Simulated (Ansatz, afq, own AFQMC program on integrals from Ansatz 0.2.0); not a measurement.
**Si₂Ge₃H₁₀, singlet in def2-SVP, levels against AFQMC with the constraint released**

```yaml
atoms:
  - { symbol: Si, position_ang: [-1.2754, -0.8728, 1.2860] }
  - { symbol: Ge, position_ang: [0.0874, -1.9740, -0.3457] }
  - { symbol: Si, position_ang: [1.8222, -0.3770, -0.7636] }
  - { symbol: Ge, position_ang: [0.7158, 1.7512, -0.7236] }
  - { symbol: Ge, position_ang: [-1.3412, 1.4102, 0.5589] }
  - { symbol: H, position_ang: [-0.5862, -0.9442, 2.6141] }
  - { symbol: H, position_ang: [-2.6392, -1.4739, 1.4179] }
  - { symbol: H, position_ang: [-0.7314, -2.1953, -1.6349] }
  - { symbol: H, position_ang: [0.6243, -3.3365, 0.1325] }
  - { symbol: H, position_ang: [2.5447, -0.6197, -2.0511] }
  - { symbol: H, position_ang: [2.8099, -0.4362, 0.3610] }
  - { symbol: H, position_ang: [0.3656, 2.2012, -2.1564] }
  - { symbol: H, position_ang: [1.6021, 2.8370, -0.0820] }
  - { symbol: H, position_ang: [-1.4385, 2.3898, 1.7447] }
  - { symbol: H, position_ang: [-2.5602, 1.6402, -0.3576] }
```

Basis def2-SVP. Only valence electrons are correlated. Integrals, coupled cluster, full CI and functionals: Ansatz 0.2.0; the random walks run on the same integrals in our own AFQMC program. ph-AFQMC/CISD is guided by a CISD state made of CCSD amplitudes; releasing the constraint for a short imaginary time cuts its bias at the price of noise, slowly where states lie close. ± is one standard error of the sampling. No spin–orbit coupling.

Determinant: RHF, the one that the program's search chose, which needn't be the lowest solution. The geometry is a PBE0/def2-SVP stationary point of this or a neighbouring charge and spin state.

No full CI on the walks' own integrals is used here. The released AFQMC energy serves as the reference, which it does only where one determinant dominates, the energy is flat over the last release times and near the phaseless one (40 meV or 2 meV an electron, half that with transition metals). On small molecules, where full CI could be run and the noise was under 10 meV, such values lay within 10 meV of it in 19 cases of 20, a flattering rate, since the rule was set on those same cases; what remains of the bias isn't in the error bar.

Cautions: no relativity below Rb; no spin-orbit coupling; inner d shell frozen; the released value is read at 0.90 1/Eh with a noise of 20 meV, more than in the cases checked (meV from the phaseless value at times in 1/Eh: -1 ± 8 at 0.21, -3 ± 10 at 0.42, -4 ± 13 at 0.63, -18 ± 20 at 0.90).

* T1 diagnostic: 0.0132
* weight of the determinant in the CISD state: 0.732
* size of the correlated space: 30 electrons in 130 orbitals

| level | correlation energy (eV) |
| --- | --- |
| MP2 | -13.2182 |
| CCSD | -15.7443 |
| CCSD(T) | -16.2629 |

(1) Estimate where phaseless AFQMC with a CISD trial lies against CCSD(T) on the same integrals.

(1) 82.6 ± 10.0 meV below CCSD(T).

Reference: AFQMC with the constraint released, correlation energy -16.364 ± 0.020 eV.

```tsv
level	E − E(reference) (meV)	share of correlation (%)
CCSD(T)	100.8 ± 19.6	99.38
ph-AFQMC/CISD	18.2 ± 22.0	99.89
```

Released energies are given only where the last usable release times agree within the noise; a slower fall can still hide under it.
